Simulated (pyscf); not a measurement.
PySCF, gas phase, ωB97X-D3(BJ)/def2-SVP geometries.

For F–N(F)–F + F–SiH₃ → F–SiH₂–F + F–NH–F, a four-centre exchange (singlet surface; F–N, H–Si broken, F–Si, H–N formed), PBE/def2-TZVP gives ΔE‡ = 32.9 kcal/mol and ΔE = -74.3 kcal/mol (zero: the separated reactants). In which direction and how far do B3LYP-D3(BJ)/def2-TZVP, PBE0-D3(BJ)/def2-TZVP, ωB97M-D3(BJ)/def2-TZVP move these?

B3LYP-D3(BJ): ΔE‡ = 45.4 kcal/mol, ΔE = -81.2 kcal/mol; PBE0-D3(BJ): ΔE‡ = 48.8 kcal/mol, ΔE = -78.9 kcal/mol; ωB97M-D3(BJ): ΔE‡ = 58.5 kcal/mol, ΔE = -81.8 kcal/mol. PBE's barrier lies under all of them, by 12.4 to 25.5 kcal/mol. Its reaction energy lies over all of them, by 4.7 to 7.5 kcal/mol. Low barriers are usual for a GGA, whose delocalisation error favours stretched bonds. One saddle was located; it need not be the lowest between these sides. One closed-shell reference is unstable to symmetry breaking; treat the single-reference values with care.
